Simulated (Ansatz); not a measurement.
Geometry optimisation, Ansatz 0.2.0, RKS B3LYP/def2-SVP.

Input file:

```yaml
crystal:
  periodic: [false, false, false]
  atoms:
    - { symbol: B, position_ang: [0.0, 0.0, 0.0] }
    - { symbol: C, position_ang: [0.0, 0.0, 1.95] }
    - { symbol: H, position_ang: [-0.9996, -0.3092, 2.3205] }
    - { symbol: H, position_ang: [0.7676, -0.7111, 2.3205] }
    - { symbol: H, position_ang: [0.232, 1.0203, 2.3205] }
    - { symbol: H, position_ang: [1.0305, 0.0, -0.595] }
    - { symbol: H, position_ang: [-1.0305, 0.0, -0.595] }
    - { symbol: F, position_ang: [-0.2075, -1.5233, 0.5108] }
    - { symbol: H, position_ang: [-0.149, -1.0941, 1.5278] }
basis:
  gaussian: { orbitals: def2-SVP }
hamiltonian:
  xc: b3lyp
relax:
  f_tol: 0.15
  max_steps: 25
  restrain:
    - { distance: [0, 7], at: 1.32, k: 30.0 }
    - { distance: [8, 1], at: 1.11, k: 30.0 }
    - { distance: [0, 1], at: 2.8, k: 30.0 }
    - { distance: [8, 7], at: 2.12, k: 30.0 }
```

Launched with:

```bash
$ ansatz run input.yaml --threads 1 --pin off --max-ram 2048MiB --backend cpu --events-out ev --progress --plain --runs-dir out
```

Question: Where does it end, and by what steps?

Answer: The run converged. The restraints hold the end off the free minimum; the threshold counts their pulls, which the force column leaves out. Restrained pairs: B1–F8 (1.62 → 1.32 Å), C2–H9 (1.18 → 1.10 Å), B1–C2 (1.95 → 2.81 Å), F8–H9 (1.11 → 2.13 Å). After 10 steps the energy has fallen by 4.336 eV (the restraints' own energy left out); F8 moved furthest, 0.92 Å.

```tsv
step	energy less start (eV)	largest force component (eV/Å)	accepted
0	0.0000	5.830	yes
1	0.0793	3.315	yes
2	-0.2774	3.560	yes
3	-1.3670	4.297	yes
4	-3.0527	2.900	yes
5	-4.0506	2.381	yes
6	-4.2644	0.447	yes
7	-4.3144	0.534	yes
8	-4.3326	0.341	yes
9	-4.3355	0.503	no
10	-4.3358	0.404	yes
```

```xyz
9
Properties=species:S:1:pos:R:3
B -0.036 -0.354 -0.467
C -0.039 -0.200 2.336
H -0.961 -0.116 2.928
H 0.816 -0.381 3.004
H 0.127 0.744 1.794
H 1.082 0.093 -0.540
H -1.038 0.315 -0.535
F -0.173 -1.669 -0.399
H -0.134 -1.050 1.639
```

The run took 25 s on 1 thread of Arm Neoverse V1 (shared host), peak memory 0.14 GiB.
